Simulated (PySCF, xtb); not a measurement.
Bonds broken one at a time in the series SiH2(OH)-X. All species are isolated molecules in the gas phase. One relaxed conformer stands for each flexible species; it need not be the lowest. Strings in code marks are SMILES.

Quantity: homolytic bond dissociation enthalpy at 298 K (no spin–orbit term), in kJ/mol. Enthalpy corrections at 298 K come from GFN2-xTB frequencies (xtb).

Level 1: PBE0-D4/def2-TZVP (PySCF)
Level 2: BP86/6-31G* // PBE0-D4/def2-TZVP (PySCF)
Level 3: frozen-core MP2/6-31G* // PBE0-D4/def2-TZVP (PySCF)
Level 4: HF/STO-3G // PBE0-D4/def2-TZVP (PySCF)

```csv
species,level 1,level 2,level 3,level 4
"Si–O bond of `C[SiH2]O` (C–Si–O–H torsion 70°), giving `C[SiH2]` and `[OH]`",506.4,495.1,509.9,332.7
"C–O bond of `O=C(O)[SiH2]O`, giving `O=[C][SiH2]O` (O–C–Si–O torsion 145°, C–Si–O–H torsion 45°) and `[OH]`",434.5,455.9,453.5,277.8
"C–Si bond of `CC(=O)[SiH2]O` (O–C–Si–O torsion 0°, C–Si–O–H torsion 0°), giving `C[C]=O` and `O[SiH2]`",307.1,306.1,316.6,328.4
"O–Si bond of `O[SiH2]Br` (H–O–Si–Br torsion 59°), giving `[OH]` and `[SiH2]Br`",509.1,498.4,516.7,316.8
"Si–Si bond of `O[SiH2][SiH3]` (H–O–Si–Si torsion 59°), giving `O[SiH2]` and `[SiH3]`",316.4,310.1,303.1,386.5
"C–C bond of `CC(=O)[SiH2]O` (O–C–Si–O torsion 0°, C–Si–O–H torsion 0°), giving `O=[C][SiH2]O` (O–C–Si–O torsion 145°, C–Si–O–H torsion 45°) and `[CH3]`",320.8,325.5,332.5,300.6
"O–Si bond of `O[SiH2]O` (H–O–Si–O torsion -66°, O–Si–O–H torsion -66°), giving `O[SiH2]` and `[OH]`",537.5,532.4,549.6,354.7
"C–Si bond of `O=C[SiH2]O` (O–C–Si–O torsion 0°, C–Si–O–H torsion 0°), giving `O[SiH2]` and `[CH]=O`",303.5,303.5,307.7,340.5
```
